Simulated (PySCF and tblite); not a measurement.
C₂H₄F₂, numbered as in [F:1][CH2:2][CH2:3][F:4].

Level: CAM-B3LYP-D3(BJ)/def2-TZVP//PBE0-D3(BJ)/def2-SVP, thermal terms from GFN2-xTB, symmetry numbers and mirror pairs counted. Conformers within 3 kcal/mol (GFN2-xTB free energy) were kept, 8 at most. Couplings: B3LYP/pcJ-1. Couplings are for ¹³C, ¹⁹F, ¹H; a prime marks the second kind of pair between the same two sets of atoms. (PySCF 2.14, tblite 0.8.)

Torsions listed: F1–C2–C3–F4. Of a mirror pair one member is shown.

```json
{"conformer": "1", "shape": "70°", "weight %": "91.3"}
{"conformer": "2", "shape": "180°", "weight %": "8.7"}
```

Problem. Give the couplings in each conformer and the averages at 298.15 K (pairs that fast motion interchanges averaged).

Solution. 
```
  coupling  pairs       1       2  average (Hz)
 ¹J(F1,C2)      2  -244.9  -234.8        -244.0
 ²J(F1,C3)      2    19.6    29.8          20.5
 ²J(F1,H2)      4    55.2    52.4          54.9
 ³J(F1,H3)      4    32.3     1.1          29.6
 ¹J(C2,C3)      1    44.7    47.8          44.9
 ¹J(C2,H2)      4   152.3   155.6         152.6
 ²J(C2,H3)      4     0.8    -3.3           0.5
 ²J(H2,H2)      2   -12.5    -9.1         -12.2
 ³J(H2,H3)      2     6.4     6.5           6.4
³J(H2,H3′)      2     1.3    13.2           2.3
```

Computed couplings to fluorine can be off by tens of per cent at such levels.

F–F couplings are left out: such levels miss them by tens of Hz and can give the wrong sign.
